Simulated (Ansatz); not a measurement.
# WNH$_{2}$⁺, quintet: from triple and quadruple zeta to the limit

```yaml
atoms:
  - { symbol: W, position_ang: [0.0000, 0.0000, 0.1547] }
  - { symbol: N, position_ang: [0.0000, 0.0000, -1.7023] }
  - { symbol: H, position_ang: [0.0000, 0.8426, -2.2760] }
  - { symbol: H, position_ang: [0.0000, -0.8426, -2.2760] }
```

Connectivity, by distances: W–NH2.

Ansatz 0.2.0, UHF determinant, valence electrons correlated, core potentials past Kr. Energies in eV.

```csv
set,X,functions,Hartree–Fock,MP2 correlation,CCSD(T) correlation,time
def2-TZVPP,3,115,-3314.0287,-8.3663,-9.1799,"14 s on 1 × NVIDIA H100 80GB HBM3 with 1 thread of AMD EPYC 7R13 Processor (Zen 3), on a shared host"
def2-QZVPP,4,198,-3314.1359,-8.8997,-9.6746,20 s on 1 × NVIDIA H100 80GB HBM3 with 1 thread of AMD EPYC 7R13 Processor (Zen 3) (shared host)
```

Hartree–Fock is taken to follow E(X) = E∞ + A·exp(−7.88·√X), correlation E(X) = E∞ + B·X^−2.97.

Cautions: no spin-orbit coupling; outer-core shells of the metal frozen; lower spins were not checked; higher spins were not checked; ⟨S²⟩ of the determinant is 6.17 against 6.00, spin contaminated.

Task: Work out the CCSD(T) energy at the limit, and how far the shortcut misses it that extrapolates MP2 and adds CCSD(T) minus MP2 from the smaller set.

Result: Hartree–Fock: E∞ = E4 + 0.1377·(E4 − E3) = -3314.1506. Correlation: E∞ = E4 + 0.7407·(E4 − E3) = -10.0410 for CCSD(T) and -9.2948 for MP2. The limit is -3324.1916 eV, 0.381 eV below def2-QZVPP. The shortcut gives a correlation energy of -9.2948 + (-0.8137) = -10.1085, 68 meV lower than the direct value.

The exponents were fitted on light atoms, and def2 sets of heavy atoms don't grow evenly, so the limit is rough here.
